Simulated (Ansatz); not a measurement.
## Prototype screening

Level of theory: Ansatz, DFT r2SCAN, scalar-relativistic, plane waves, PAW. Settings: cutoff 500 eV, Γ-centred meshes no coarser than 0.19 Å⁻¹ for metals and 0.3 Å⁻¹ for insulators (2π included), Gaussian smearing.

Each formula was placed on the sites of the named type and relaxed at zero pressure without lowering the symmetry. No run is spin-polarised. The smearing is 0.1 eV for metals and 0.01 to 0.02 eV otherwise. Formation energies are uncorrected and refer to the elements' standard structures at the same level.

The k mesh leaves about 4 meV/atom of noise in metals. Spin–orbit coupling is left out.

| formula | started on type | final group | a or a / b (Å) | c (Å) | V (Å³/atom) | E over elements (eV/atom) | gap on mesh (eV) |
| --- | --- | --- | --- | --- | --- | --- | --- |
| Os | omega | P6/mmm | ? | ? | ? | 0.37 | 0.00 |
| Os | alpha-gallium | I4/mmm | 2.77 | 8.25 | 15.9 | 0.52 | 0.00 |
| Zn3As | Cu3Au (L1_2) | Pm-3m | ? | ? | ? | 0.17 | 0.00 |
| Os | graphite | P6_3/mmc | 4.19 | 4.85 | 18.4 | ? | 0.00 |

(1) Cell and volume of Os on the omega type?

(2) Cell and volume of Zn3As on the Cu3Au (L1_2) type?

(3) E over elements (eV/atom) of Os on the graphite type?

## Answers

(1) a = 4.29 Å, c = 2.71 Å, V = 14.4 Å³/atom

(2) a = 4.00 Å, c = 4.00 Å, V = 16.0 Å³/atom

(3) 1.84